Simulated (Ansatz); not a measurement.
System: antifluorite Mg2Sn. Method: PBE (Ansatz, a program for electronic structure, PAW).

Numerical settings: plane-wave cutoff 520 eV, 20×20×20 k mesh, Fermi–Dirac smearing 0.05 eV, perturbation theory, scalar-relativistic PAW data made under PBE.

The cell has the measured lattice parameters. Conventional cell: a = 6.7665 Å, b = 6.7665 Å, c = 6.7665 Å, α = 90.00°, β = 90.00°, γ = 90.00°.

Harmonic phonon frequencies (cm⁻¹; i marks an imaginary mode; at Γ without the LO shift):

| q point | frequencies |
|---|---|
| Γ | 0 0 0 190 190 190 216 216 216 |
| X | 64 64 123 155 155 155 225 225 285 |
| L | 48 48 112 195 195 197 205 205 251 |

No imaginary mode appears at these points.

Note: the solid has no gap at this level, which affects its response; the cell isn't this level's own, so it is under some stress, which shifts stiffness and frequencies.
